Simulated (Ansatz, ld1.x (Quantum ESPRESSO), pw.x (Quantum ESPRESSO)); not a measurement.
## thallium: one change to the RRKJ potential, in the atom and in the sc crystal

```
Element                 : thallium
Generator               : ld1.x (Quantum ESPRESSO) 7.5
Type                    : norm-conserving RRKJ (Kleinman–Bylander form)
Functional              : LDA (PW92)
Relativity              : scalar-relativistic
Frozen core             : [Xe] 4f14
Valence charge          : 13
Reference configuration : 5d10 6s2 6p1
Partial waves           : 6s (bound): rc 1.90 bohr; 5d (bound): rc 1.85 bohr; 5f channel at 0.15 Ry: rc 2.60 bohr; 6p (bound): rc 3.20 bohr
Local potential         : the p channel
Core correction         : a·sin(br)/r model core, default radius (core density twice the valence density)
rho0                    : 0.02
```

Change: all radii but the core radius scaled by about 1.33 (s 2.52, p 4.26, d 2.46, f 3.46 bohr).

Cutoffs, loose and tight: the cutoffs (Ry, on a coarse ladder) from which the occupation-weighted sum of valence levels, in a spherical-Bessel basis at the reference potential, stays within 10 and 1 mRy of its value at 400 Ry. They do not see the model core or the augmentation charge, which bear on the density cutoff. Test errors are all-electron minus pseudo excitation energies from the reference, over the configurations 5d10 6s2 6p0; 5d10 6s1 6p0; 5d10 6s0 6p0; 5d10 6s1 6p1; 5d10 6s2 6p1.3; 5d9 6s2 6p1; 5d10 6s0 6p3 (two spin-polarised tests are not counted in the largest error); variants that change the core or the reference have their own tests.

Crystal test: sc Tl in pw.x 7.5, no spin, 11³ k-points, Fermi–Dirac smearing 0.01 Ry, cutoffs set for each file from its atomic test. The reference is all-electron LAPW (Ansatz 0.2.0) with the same functional, mesh and smearing; V0 and B0 come from Birch–Murnaghan fits to the pressures at five volumes. Errors are pseudo minus all-electron; Δ is the rms difference of the E(V) curves that follow from these fits, minima aligned, over ±6 % about the mean V0. Mesh and smearing are coarse, so the numbers serve the comparison and aren't converged zero-temperature values; the lattice is a test structure that the element need not adopt.

All-electron: a0 = 3.094 Å (V0 = 29.61 Å³/atom), B0 = 36.4 GPa.

Task: Does the change bring the crystal closer to the all-electron result?

Result: The mean pressure error goes from +0.40 to -6.29 GPa, so the change moves the solid further from the all-electron pressures. At 80 % of its cutoff the pressure of the base moves by -1.39 GPa.

```
                       quantity       base    changed
                 outcome (atom)  generated  generated
           cutoff, loose (atom)      45 Ry      30 Ry
           cutoff, tight (atom)      50 Ry      40 Ry
            bound ghosts (atom)       none       none
largest test error (meV) (atom)       -105       +224
           cutoffs in pw.x (Ry)     60/240     50/200
                         a0 (Å)      3.104          –
                   a0 error (%)      +0.34          –
                   B0 error (%)       +0.6          –
                   Δ (meV/atom)        2.5          –
      mean pressure error (GPa)      +0.40      -6.29
```

A dash: not determined, or the minimum lies outside the volumes sampled.

Base: The largest radius (3.20 bohr) exceeds half the bond length (2.92 bohr), so the spheres overlap, which is one possible source of error among others. Changed file: The largest radius (4.26 bohr) exceeds half the bond length (2.92 bohr), so the spheres overlap, which is one possible source of error among others. This is a poor potential for the solid. The atomic cutoffs weigh occupied waves only.
